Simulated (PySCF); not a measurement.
Zinc-blende AlP: PBE at its full settings () and at cheaper ones, in a cell of 2 atoms.

| level and setting | lattice parameter a (Å) | bulk modulus B0 (GPa) | band gap (eV) |
|---|---|---|---|
| PBE (PySCF) | 5.516 | 82.8 | 1.59 |
| PBE/6-31G* (PySCF) | 5.531 | 82.0 | 1.65 |
| PBE/GTH-DZVP (PySCF) | 5.554 | 78.7 | 1.58 |
| PBE/GTH-SZV (PySCF) | 5.647 | 69.2 | 3.51 |
| PBE/STO-3G (PySCF) | [?] | [?] | [?] |

Estimate the withheld entries.


- PBE/STO-3G (PySCF), lattice parameter a (Å): 5.231
- PBE/STO-3G (PySCF), bulk modulus B0 (GPa): 165
- PBE/STO-3G (PySCF), band gap (eV): 3.32

Largest shifts from the full settings: lattice constant a -5.17 % (PBE/STO-3G), against a difference of +1.19 % of the full result from the reference 5.451 Å (measured, static lattice: zero-point anharmonic expansion removed; as tabulated in Mejia-Rodriguez and Trickey (2018), arXiv:1807.09216); bulk modulus +99 % (PBE/STO-3G); band gap +1.92 eV (PBE/GTH-SZV), against a difference of -0.95 eV of the full result from the reference 2.54 eV (measured, zero-point renormalisation of 0.02 eV added back here (the table's ZPR column); inputs from Chen et al. (2018), doi:10.1103/physrevmaterials.2.073803).

The full settings aren't shown to be converged themselves.

Density-functional gaps are differences of (generalised) Kohn–Sham levels.

Cells: PBE at the level's own relaxed cell for 2 of them, at the measured cell for 1 of them; PBE/6-31G* at the level's own equilibrium cell for 2 of them, at the measured cell for 1 of them; PBE/GTH-DZVP at the level's own relaxed cell for 2 of them, at the measured cell for 1 of them; PBE/GTH-SZV at the level's own relaxed cell for 2 of them, at the measured cell for 1 of them; PBE/STO-3G at the level's own relaxed cell for 2 of them, at the measured cell for 1 of them.

Run with cheap settings on purpose, which may leave them unconverged: PBE/6-31G*, PBE/GTH-DZVP, PBE/GTH-SZV, PBE/STO-3G.
